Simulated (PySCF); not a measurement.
**Computed spin Hamiltonian**

Species: C3H5ClF (doublet state).
Z-matrix (Å and degrees, GFN2-xTB geometry), rows numbered from 1:
```
C 
C   1  1.5389
C   2  1.4835  1  112.62
F   3  1.3535  2  116.17  1    73.47
Cl  3  1.7045  2  120.52  1   -68.61
H   1  1.0869  2  110.31  3    60.99
H   1  1.0866  2  109.66  3  -179.02
H   1  1.0868  2  110.22  3   -59.18
H   2  1.0905  1  109.57  3  -121.03
H   2  1.0919  1  109.25  3   119.63
```

The hyperfine couplings belong to this conformer and change with its torsions.

Identity: `CC[C](F)Cl` [radical].

Computed with PySCF, UKS B3LYP, pcH-1 on C Cl F H, non-relativistic, mean-field spin-orbit, GIAO. The structure is a single GFN2-xTB conformer in the gas phase; no vibrational or solvent corrections. A GFN2-xTB geometry isn't a minimum of the functional, and hyperfine couplings can be far from their values at a DFT geometry. No stability test was run, so a lower SCF solution isn't excluded.

```
g1, g2, g3                      : 2.00145, 2.00603, 2.00878
g_iso                           : 2.00542
Form of g                       : rhombic: the two nearest values differ by 38 % of g3 − g1
⟨S²⟩                            : 0.7531 (exact 0.7500)
α and β electrons               : 25, 24
HOMO–LUMO gap, α and β orbitals : 6.70, 7.32 eV
Total energy                    : -677.33294 Eh
```

Hyperfine couplings atom by atom, in 10⁻⁴ cm⁻¹; T1 to T3 are the principal values of the dipolar part (1 × 10⁻⁴ cm⁻¹ = 2.998 MHz):

| atom | isotope | a_iso | of which spin–orbit | T1 | T2 | T3 | Mulliken spin population |
| --- | --- | --- | --- | --- | --- | --- | --- |
| C1 | 13C | 16.2 | 0.0 | -1.9 | -1.9 | 3.8 | 0.06 |
| C2 | 13C | -0.5 | 0.0 | -1.0 | -1.0 | 2.0 | -0.04 |
| C3 | 13C | 100.6 | 0.1 | -27.2 | -26.5 | 53.6 | 0.84 |
| F4 | 19F | 62.7 | 0.8 | -77.2 | -66.2 | 143.4 | 0.06 |
| Cl5 | 35Cl | 6.2 | 0.0 | -9.1 | -6.1 | 15.2 | 0.08 |
| H6 | 1H | -1.4 | 0.0 | -1.5 | -0.4 | 1.9 | 0.00 |
| H7 | 1H | 3.5 | 0.0 | -1.2 | -0.4 | 1.6 | 0.01 |
| H8 | 1H | -1.4 | 0.0 | -1.5 | -0.4 | 1.9 | 0.00 |
| H9 | 1H | 6.1 | 0.0 | -2.0 | -1.7 | 3.7 | 0.01 |
| H10 | 1H | 6.6 | 0.0 | -2.0 | -1.7 | 3.7 | 0.01 |

The Mulliken spin populations are largest on C3 (+0.84) and Cl5 (+0.08). No atom but C3 exceeds +0.15. The angles at C3 add up to 349.4°, so it is slightly pyramidal.

Axes: g3 points within 11° of the C3–F4 bond.

Under fast tumbling the dipolar parts average out, and these isotropic splittings remain: 1 × 19F (F4, I = 1/2, 2 lines) with 6.70 mT, 2 × 1H (H9/H10, I = 1/2, 3 lines) with 0.68 mT and 1 × 35Cl (Cl5, I = 3/2, 4 lines) with 0.66 mT.

Class means assume fast exchange of nuclei equivalent by connectivity; if that motion is slow, each nucleus keeps its own coupling.

Main isotope only: 35Cl (natural samples also hold 24 % 37Cl, magnetic too, which adds its own pattern).

The 13C coupling of C3 (301.6 MHz) shows only in satellite lines or after enrichment, since that isotope makes up about 1.07 % of natural carbon.

β density exceeds α density at some nuclei, such as C2 (-0.0012), spin density in bohr⁻³. In a single determinant that takes different orbitals for the two spins, that is spin polarisation.
